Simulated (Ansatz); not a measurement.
A nudged elastic band was laid between two geometries of ClH3Si + H2O (8 atoms, charge 0, multiplicity 1).

The calculation used RKS LDA/def2-SVP (Ansatz 0.2.0).

```
movable images  : 7
climbing image  : yes
spring          : 5.0 eV/Å²
optimiser       : quadratic models (default)
start path      : through a guess of the saddle point
force threshold : 0.03 eV/Å
iteration limit : 60
end points      : relaxed
```

First end point:

```xyz
8
Properties=species:S:1:pos:R:3
Si 0.214 0.037 -0.031
Cl 0.227 -0.145 2.056
H 1.682 0.044 -0.375
H -0.385 1.338 -0.455
H -0.386 -1.179 -0.670
O -2.406 0.047 0.702
H -2.632 -0.903 0.662
H -1.971 0.131 1.580
```

Last end point:

```xyz
8
Properties=species:S:1:pos:R:3
Si -0.343 -0.073 -0.411
Cl -0.394 0.790 2.878
H 0.867 -0.796 0.110
H -0.155 1.410 -0.397
H -0.649 -0.561 -1.803
O -1.708 -0.363 0.555
H -2.056 -1.275 0.566
H -1.219 0.239 1.969
```

**Question.** What changes between the two ends?

**Answer.** Bonds broken: Si1–Cl2, O6–H8. Bonds formed: Si1–O6, Cl2–H8. ClH3Si + H2O becomes ClH + H4OSi.

**Question.** Give the energies along the band, and the barrier.

**Answer.** It converged. The highest image is number 4 of 0 to 8, 0.51 eV above the first end and 0.53 eV above the last; the last end lies 0.02 eV below the first. A vibrational analysis at the climbing image gives one clearly imaginary mode, 238i cm⁻¹: a first-order saddle point. The orbitals stay closed-shell, which can raise the energy where a bond breaks towards radicals; this wasn't checked here.

```csv
image,path coordinate (Å),energy (eV),Si1–Cl2 (Å),O6–H8 (Å),Si1–O6 (Å)
0,0.00,0.00,2.10,0.98,2.72
1,0.45,0.05,2.11,0.99,2.55
2,0.91,0.24,2.15,0.99,2.30
3,1.36,0.43,2.24,1.01,2.08
4,1.82,0.51,2.37,1.04,1.92
5,2.20,0.42,2.61,1.17,1.81
6,2.58,0.15,2.89,1.39,1.73
7,2.96,-0.01,3.22,1.57,1.70
8,3.35,-0.02,3.40,1.61,1.70
```

**Question.** What is the geometry of the highest image?

**Answer.** 
```xyz
8
Properties=species:S:1:pos:R:3
Si -0.184 0.080 -0.065
Cl 0.053 0.602 2.232
H 1.187 -0.539 0.022
H -0.220 1.500 -0.533
H -0.751 -0.737 -1.231
O -1.888 -0.275 0.745
H -2.271 -1.163 0.576
H -1.582 -0.097 1.723
```

**Question.** What are the harmonic wavenumbers there?

**Answer.** 238i, 182, 356, 412, 475, 559, 676, 719, 817, 922, 982, 1074, 1294, 2014, 2134, 2211, 2726, 3674 cm⁻¹.

The band took 14 iterations and roughly 2.1 core-minutes.

Run time: 2.1 min on 1 thread of Arm Neoverse V1, on a shared host, peak memory 0.15 GiB.
